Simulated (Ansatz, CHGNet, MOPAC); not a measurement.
# Zinc-blende InAs, elastic constant C12

Reference value: 45 GPa (measured, temperature not stated, no zero-point or thermal correction; as tabulated in Råsander and Moram (2015), arXiv:1505.02379).

```
level (code)                             value (GPa)  cell (Å³/atom)  difference (%)
---------------------------------------  -----------  --------------  --------------
PM7 semi-empirical Hartree-Fock (MOPAC)         78.4           27.83             +74
CHGNet 0.3.0                                    32.0           29.60             -29
LDA (Ansatz)                                    47.9           27.35            +6.4
PBE (Ansatz)                                    37.3           29.59           -17.1
r²SCAN (Ansatz)                                 45.1           28.49            +0.2
```

The reference's temperature isn't stated, so close values are not ranked against it. Off by more than 25 %, or 35 % on the side where a correction would as a rule narrow the miss (bounds picked here): PM7 semi-empirical Hartree-Fock (MOPAC) (+74 %), CHGNet 0.3.0 (-29 %).

The reference isn't brought to a static lattice, while the calculations are for one, so the differences are not the levels' errors alone.  PM7 semi-empirical Hartree-Fock (MOPAC): the method was fitted mainly to molecules. PM7 semi-empirical Hartree-Fock (MOPAC): the run uses a supercell at the zone centre in place of a k mesh. LDA, PBE: the solid has no gap at this level, which affects its response. Each level is taken at its own relaxed cell. Cutoffs differ between the levels. Ansatz's density-functional and Hartree–Fock values are scalar-relativistic unless marked +SOC, with PAW data made under PBE.

Machine-learned potentials (CHGNet 0.3.0) are trained on DFT data: a solid inside that data is no test of them.

Differences are worked out from the printed values.

Ansatz is a first-principles code.
